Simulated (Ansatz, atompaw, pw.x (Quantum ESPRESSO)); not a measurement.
What a changed setting does to a pw.x run (fcc Tc)

Potential: PAW, atompaw 4.2.0.5, LDA (PW92); core [Ar] 3d10, reference 4s2 4p6 4d5 5s2 5p0; waves: 4s (bound); 5s (bound); 4p (bound); 5p (bound, empty); 4d (bound); 4d channel at 4.7 Ry; local part: bessel scheme, radius 1.78 bohr; core correction: smooth core density matched at 0.98 bohr; augmentation: sinc compensation charge, radius 1.42 bohr; PAW radius 1.92 bohr; waves and projectors: bloechl.

The reference run (k-mesh 15³, cutoffs 70/700 Ry, Fermi–Dirac 0.01 Ry, mixing_beta 0.4, conv_thr 1e-9, no spin) gives 2.39 GPa at 13.875 Å³/atom, where all-electron LAPW gives -0.66 GPa. This run, with its own iteration cap, changes k-mesh points per axis to 2.

```
&control
  calculation='scf', prefix='x', pseudo_dir='./', outdir='./tmp', tstress=.true., disk_io='none'
/
&system
  ibrav=0, nat=1, ntyp=1, ecutwfc=70, ecutrho=700, nbnd=15,
  occupations='smearing', smearing='fd', degauss=0.01
/
&electrons
  conv_thr=1e-09, mixing_beta=0.4, electron_maxstep=60
/
ATOMIC_SPECIES
Tc 1.0 Tc.UPF
CELL_PARAMETERS angstrom
  0.00000000 1.90722091 1.90722091
  1.90722091 0.00000000 1.90722091
  1.90722091 1.90722091 0.00000000
ATOMIC_POSITIONS crystal
Tc 0.0000 0.0000 0.0000
K_POINTS automatic
2 2 2 0 0 0
```

```bash
pw.x < Tc.scf.in > Tc.scf.out
```

Question: How does the run end?

Answer: It converges in 8 iterations; the free energy moves by +595.7 meV/atom and the pressure by -3.56 GPa.

```
Message from routine setup:
     using ibrav=0 with symmetry is DISCOURAGED, use correct ibrav instead
     lattice parameter (alat)  =       5.0970  a.u.
     unit-cell volume          =      93.6331 (a.u.)^3
     number of electrons       =        15.00
     number of Kohn-Sham states=           15
     kinetic-energy cutoff     =      70.0000  Ry
     charge density cutoff     =     700.0000  Ry
     scf convergence threshold =      1.0E-09
     Exchange-correlation= SLA PW NOGX NOGC
     number of k points=     3  Fermi-Dirac smearing, width (Ry)=  0.0100
     iteration #  1     ecut=    70.00 Ry     beta= 0.40
     total energy              =    -387.56407231 Ry
     estimated scf accuracy    <       0.06134892 Ry
     iteration #  2     ecut=    70.00 Ry     beta= 0.40
     total energy              =    -387.57040943 Ry
     estimated scf accuracy    <       0.00432833 Ry
     iteration #  3     ecut=    70.00 Ry     beta= 0.40
     total energy              =    -387.57154622 Ry
     estimated scf accuracy    <       0.00052031 Ry
     iteration #  4     ecut=    70.00 Ry     beta= 0.40
     total energy              =    -387.57155057 Ry
     estimated scf accuracy    <       0.00007190 Ry
     iteration #  5     ecut=    70.00 Ry     beta= 0.40
     total energy              =    -387.57157559 Ry
     estimated scf accuracy    <       0.00000965 Ry
     iteration #  6     ecut=    70.00 Ry     beta= 0.40
     total energy              =    -387.57157754 Ry
     estimated scf accuracy    <       0.00000019 Ry
     iteration #  7     ecut=    70.00 Ry     beta= 0.40
     total energy              =    -387.57157760 Ry
     estimated scf accuracy    <          6.6E-09 Ry
     iteration #  8     ecut=    70.00 Ry     beta= 0.40
     the Fermi energy is    25.0076 ev
!    total energy              =    -387.57157760 Ry
     estimated scf accuracy    <          7.2E-11 Ry
     smearing contrib. (-TS)   =      -0.00165744 Ry
     The total energy is F=E-TS. E is the sum of the following terms:
     one-electron contribution =     -17.55936625 Ry
     hartree contribution      =      23.10443885 Ry
     xc contribution           =     -22.22919446 Ry
     ewald contribution        =    -143.11294911 Ry
     one-center paw contrib.   =    -227.77284919 Ry
     convergence has been achieved in   8 iterations
          total   stress  (Ry/bohr**3)                   (kbar)     P=      -11.72
     Message from routine punch:
     Nothing written, as per user request (disk_io='none')
```

The run took about 4.2 s on one core of a shared host (Intel(R) Xeon(R) 6975P-C, 192 threads, 1512 GiB, load 63).
